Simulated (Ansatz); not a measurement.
**S2F2 (Thio-thionyl fluoride): levels of theory compared**

Aim: a comparison of 6 runs (B2PLYP/STO-3G, PBE/STO-3G, PBE0/STO-3G, UPBE/STO-3G, revPBE/STO-3G, UMP2/STO-3G) of S2F2 (Thio-thionyl fluoride). 

The results are computed with Ansatz 0.2.0.

55 further runs of the same task are left out: 15 that didn't finish, 40 set aside as unsound or not needed.

## Step 1: The structure to begin with

S2F2 has 4 atoms, charge 0, and is taken as a singlet. SMILES: `FS(F)=S`. The S4–S2 distance was set to 2.788 Å, away from the relaxed value.

Bond lengths: F1–S2 1.606 Å, S2–F3 1.606 Å. Angles: F1–S2–F3 92.0°.

## Step 2: A single-point energy at B2PLYP/STO-3G (run 1)

The input, input.yaml:

```yaml
crystal:
  periodic: [false, false, false]
  atoms:
    - {symbol: F, position_ang: [0.778240, -0.276094, 1.896203]}
    - {symbol: S, position_ang: [-0.437580, -0.702954, 0.937883]}
    - {symbol: F, position_ang: [0.356770, -1.995324, 0.410963]}
    - {symbol: S, position_ang: [-0.567510, 1.135710, -1.153590]}
basis:
  gaussian: {orbitals: STO-3G}
hamiltonian: {xc: {name: B2PLYP}}
correlation: {frozen_orbitals: {F: 1, S: 5}}
accuracy: high
```

Launch:

```
ansatz run input.yaml --threads 1 --pin off --max-ram 3480MiB --events-out events.jsonl --progress --plain --runs-dir runs
```

Log:

```text
Warning: RAYON_NUM_THREADS=1 ignored (pool sized by the plan → 1); use --threads N
Functional definition: B2PLYP
  name "B2PLYP"
  parameter a = 0.53
  parameter c = 0.27
  exchange = (1 - a)*b88_x + a*exact_x
  correlation = (1 - c)*lyp_c + c*(mp2_os + mp2_ss)
507 factors; integrals over basis functions are off by at most 3.3e-8 eV
mean field evaluation 1: about -26746.1359 eV, gradient 5.0e1 eV
mean field evaluation 2: about -26746.1690 eV, gradient 5.0e1 eV
mean field evaluation 4: about -26724.6388 eV, gradient 5.4e1 eV
mean field evaluation 8: about -26763.8482 eV, gradient 2.7e-1 eV
mean field evaluation 16: about -26763.8378 eV, gradient 1.1e-8 eV
mean field evaluation 32: about -26733.8945 eV, gradient 3.5e1 eV
mean field evaluation 64: about -26763.5622 eV, gradient 1.2e0 eV
mean field -26763.83781112 eV, -983.5528983778 hartree, gradient 1.1e-8 eV, S^2 0.000000; 6 other end points of the search recorded, 0 dependent functions left out; unrestricted orbitals would lower it
12 core orbitals not correlated: weight in the atoms' cores, before any rotation towards them, 1.000 or more for the frozen orbitals, at most 0.000 for the correlated occupied ones
reference -26763.83782620 eV, -983.5528989320 hartree; 13, 13 occupied and 3, 3 virtual orbitals, 507 factors
second order -2.87885898 eV of doubles, -0.00000000 eV of singles
Total energy: -26764.61511812 eV, -983.5814638833 hartree
```

It took 3.6 s on 1 thread of Arm Neoverse V1, shared host; peak memory 0.11 GiB.

## Step 3: The energy at PBE/STO-3G (run 2)

The input, molecule.yaml:

```yaml
crystal:
  periodic: [false, false, false]
  atoms:
    - {symbol: F, position_ang: [0.778240, -0.276094, 1.896203]}
    - {symbol: S, position_ang: [-0.437580, -0.702954, 0.937883]}
    - {symbol: F, position_ang: [0.356770, -1.995324, 0.410963]}
    - {symbol: S, position_ang: [-0.567510, 1.135710, -1.153590]}
basis:
  gaussian: {orbitals: STO-3G}
hamiltonian: {xc: pbe}
accuracy: high
```

Launch:

```
ansatz run molecule.yaml --threads 1 --pin off --max-ram 3480MiB --events-out events.jsonl --progress --plain --runs-dir runs
```

Log:

```text
Warning: RAYON_NUM_THREADS=1 ignored (pool sized by the plan → 1); use --threads N
Functional definition: PBE
  name "PBE"
  parameter kappa = 0.804
  parameter beta = 0.06672455060314922
  exchange = pbe_x(kappa = kappa, mu = beta*pi^2/3)
  correlation = pbe_c(beta = beta)
507 factors; integrals over basis functions are off by at most 3.3e-8 eV
mean field evaluation 1: about -26746.4838 eV, gradient 4.7e1 eV
mean field evaluation 2: about -26604.2411 eV, gradient 4.2e1 eV
mean field evaluation 4: about -26731.8900 eV, gradient 3.5e1 eV
mean field evaluation 8: about -26763.8973 eV, gradient 6.5e-1 eV
mean field evaluation 16: about -26763.8823 eV, gradient 3.4e-8 eV
mean field -26763.88230845 eV, -983.5545336244 hartree, gradient 3.4e-8 eV, S^2 0.000000; 0 other end points of the search recorded, 0 dependent functions left out
reference -26763.88230972 eV, -983.5545336712 hartree; 25, 25 occupied and 3, 3 virtual orbitals, 507 factors
Total energy: -26763.88230972 eV, -983.5545336712 hartree
```

Run time: 1.7 s. Hardware: 1 thread of Arm Neoverse V1, shared host; peak memory 0.1 GiB.

Run 3 isn't shown in full; the table further down has it.

## Step 4: The energy at UPBE/STO-3G (run 4)

The input, run.yaml:

```yaml
crystal:
  periodic: [false, false, false]
  atoms:
    - symbol: F
      position_ang: [0.778240, -0.276094, 1.896203]
    - symbol: S
      position_ang: [-0.437580, -0.702954, 0.937883]
    - symbol: F
      position_ang: [0.356770, -1.995324, 0.410963]
    - symbol: S
      position_ang: [-0.567510, 1.135710, -1.153590]
basis:
  gaussian:
    orbitals: STO-3G
total_charge: 0
magnetization:
  spin_polarized: true
hamiltonian:
  xc: {name: PBE}
accuracy: high
```

Launch:

```
ansatz run run.yaml --threads 1 --pin off --max-ram 3480MiB --events-out events.jsonl --progress --plain --runs-dir runs
```

Log (excerpt; [...] marks lines left out):

```text
Warning: RAYON_NUM_THREADS=1 ignored (pool sized by the plan → 1); use --threads N
Functional definition: PBE
  name "PBE"
[...]
507 factors; integrals over basis functions are off by at most 3.3e-8 eV
[...]
mean field -26764.48573017 eV, -983.5767089638 hartree, gradient 2.7e-8 eV, S^2 0.864542; 8 other end points of the search recorded, 0 dependent functions left out
reference -26764.48573144 eV, -983.5767090105 hartree; 25, 25 occupied and 3, 3 virtual orbitals, 507 factors
Total energy: -26764.48573144 eV, -983.5767090105 hartree
```

Run time: 19 s. Hardware: 1 thread of Arm Neoverse V1, shared host; peak memory 0.15 GiB.

Run 5 isn't shown in full; the table further down has it.

## Step 5: The energy at UMP2/STO-3G (run 6)

Changes to run.yaml since step 4:

```diff
@@ -14,2 +14,6 @@
     orbitals: STO-3G
+correlation:
+  method: mp2
+  frozen_orbitals: {F: 1, S: 5}
+accuracy: high
 total_charge: 0
@@ -17,4 +21,2 @@
   spin_polarized: true
-hamiltonian:
-  xc: {name: PBE}
-accuracy: high
+  initial_magnetization: 0
```

Launch:

```
ansatz run run.yaml --threads 1 --pin off --max-ram 3480MiB --events-out events.jsonl --progress --plain --runs-dir runs
```

Log (excerpt; [...] marks lines left out):

```text
Warning: RAYON_NUM_THREADS=1 ignored (pool sized by the plan → 1); use --threads N
Functional definition: HF
  name "HF"
[...]
507 factors; integrals over basis functions are off by at most 3.3e-8 eV
[...]
mean field -26728.67431605 eV, -982.2606637686 hartree, gradient 6.0e-8 eV, S^2 0.961313; 17 other end points of the search recorded, 0 dependent functions left out
12 core orbitals not correlated: weight in the atoms' cores, before any rotation towards them, 1.000 or more for the frozen orbitals, at most 0.000 for the correlated occupied ones
reference -26728.67431605 eV, -982.2606637686 hartree; 13, 13 occupied and 3, 3 virtual orbitals, 507 factors
second order -1.59732910 eV of doubles, -0.00000000 eV of singles
Total energy: -26730.27164515 eV, -982.3193645304 hartree
```

Wall time 5.1 s (1 thread of Arm Neoverse V1, shared host); peak memory 0.089 GiB.

## Step 6: Overview of the runs

```csv
run,level,frozen core orbitals,energy (Eh),wall time
1,B2PLYP/STO-3G,12,-983.581464,3.6 s
2,PBE/STO-3G,–,-983.554534,1.7 s
3,PBE0/STO-3G,–,-983.691908,1.9 s
4,UPBE/STO-3G,–,-983.576709,19 s
5,revPBE/STO-3G,–,-983.911153,1.7 s
6,UMP2/STO-3G,12,-982.319365,5.1 s
```

## Step 7: Results

| quantity | value |
| --- | --- |
| run 6: total energy | -982.31936 Eh |
| run 6: correlation energy (12 core orbitals frozen) | -58.7 mEh |
| run 6: ⟨S²⟩ of the reference determinant | 0.961 |

In words: Totals of different functionals can't be ranked against each other. In run 1 the log says that unrestricted orbitals would lower the reference, so the values rest on an unstable closed-shell determinant (other closed-shell runs at this shape may share the fault). In runs 1, 2, 3, 4, 5, 6 the basis is minimal, so the values are rough. Spin contamination of the reference: run 6 ⟨S²⟩ = 0.96, run 4 ⟨S²⟩ = 0.86. Where it is this large, the reference is a mixture of spin states, and values that rest on it are in doubt. All runs together took 33 s, the longest 19 s.
